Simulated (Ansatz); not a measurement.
A calculation with Ansatz (development build ahead of 0.2.0).

```yaml
crystal:
  periodic: [false, false, false]
  atoms:
    - { symbol: P, position_ang: [0.0, 0.0, 0.0] }
    - { symbol: Si, position_ang: [0.0, 0.0, 4.086] }
    - { symbol: H, position_ang: [1.3053, 0.0, -0.5841] }
    - { symbol: H, position_ang: [-0.839, 0.9999, -0.5841] }
    - { symbol: H, position_ang: [0.6754, 1.1699, 4.6906] }
    - { symbol: H, position_ang: [-1.3304, -0.2346, 4.6906] }
basis:
  gaussian: { orbitals: pcseg-2 }
total_charge: 1
magnetization:
  initial_magnetization: 2
hamiltonian:
  xc: { name: wB97X }
```

The input is written out in the form of the current development build from the run's settings.

Results

| Item | Value |
| --- | --- |
| Converged | yes |
| Total energy | -632.79906 hartree |
| Spin squared of the determinant | 2.000 |
| Stability test | minimum among restricted orbitals |

Caution: stretched shape with no unrestricted run beside it, a lower state can exist; charge can spread falsely over distant fragments; other spin multiplicities may lie lower.
